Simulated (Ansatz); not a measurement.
# HAl–AlH, singlet: the ladder up to full CI

Geometry: a PBE0/def2-TZVP stationary point for this spin, not checked as a minimum.

```xyz
4

Al    0.0000   -0.1535    1.3084
Al    0.0000    0.1535   -1.3084
H     0.0000    1.1439    2.2825
H     0.0000   -1.1439   -2.2825
```

Basis 6-31G; Ansatz 0.2.0. Only valence electrons are correlated (noble-gas cores frozen), which leaves 8 electrons in 20 orbitals. R marks a restricted (for open shells ROHF) determinant, U an unrestricted one. Active spaces: valence = (8e, 10o) chosen from the atoms' valence shells.

Full CI is exact within this basis and frozen core; it isn't the basis-set limit. The frozen core follows each run's orbitals, which can shift R against U totals by a few meV.

```
UHF ⟨S²⟩                          : 0.670
T1 diagnostic (RCCSD)             : 0.0297
largest doubles amplitude (RCCSD) : 0.238
```

```tsv
level	E − E(full CI) (meV)	share of correlation (%)	wall time
RHF	2808	0.00	–
RMP2	968	65.50	–
CISD	305	89.13	0.39 s
RCCSD	106	96.24	–
RCCSD(T)	36	98.72	0.45 s
BCCD(T)	39	98.63	0.36 s
RCCSDT	8	99.70	–
CISDTQ	13	99.55	1.6 s
RCCSDT(Q)	2	99.93	0.72 s
RCCSDTQ	0	99.99	3.6 s
CASSCF (valence space)	548	80.47	–
NEVPT2 (valence space)	175	93.75	3.7 s
MRCISD (valence space)	20	99.28	–
MRCISD+Q (valence space)	10	99.65	6 s
```

The correlation energy at full CI, counted from RHF, is -2.808 eV. That run took 28 s on 1 thread of Arm Neoverse V2, shared host over 5,883,561 determinants.

Run but not shown, since their state, orbitals or frozen core can't be matched to the reference's or they repeat it: UHF, UMP2, UCCSD, UCCSD(T), UCCSDT, UCCSDT(Q).

Times hold each run's SCF and search for its determinant on a shared host, so for small cases they say little of a method's own cost; they ran on 1 thread of Arm Neoverse V2. Some runs computed forces too.

The full-CI state has the irrep Ag of C2h, in the program's axes.

Natural occupations of full CI about the gap: 1.963 1.962 1.942 1.792 0.168 0.040 0.040 0.025 0.022 0.020; effectively unpaired electrons, Σ n²(2−n)², 0.28.

Atomization energy (electronic, same basis, no zero-point term; atoms at the same level, unrestricted beside the R rows where the molecule is a closed shell, with restricted open-shell steps beyond CCSDT(Q)) at full CI: 522.9 kJ/mol. Errors of other levels:

```csv
level,error (kJ/mol)
RHF,-116.6
RMP2,-28.1
CISD,-28.5
RCCSD,-9.4
RCCSD(T),-3.2
BCCD(T),-3.4
RCCSDT,-0.8
CISDTQ,-1.2
RCCSDT(Q),-0.2
RCCSDTQ,0.0
CASSCF (valence space),-23.9
NEVPT2 (valence space),-4.1
MRCISD (valence space),-1.8
MRCISD+Q (valence space),-1.0
```

This basis is far from its limit, so the value isn't to be set against a measured one. Truncated CI isn't size-consistent, which counts against it in atomization.
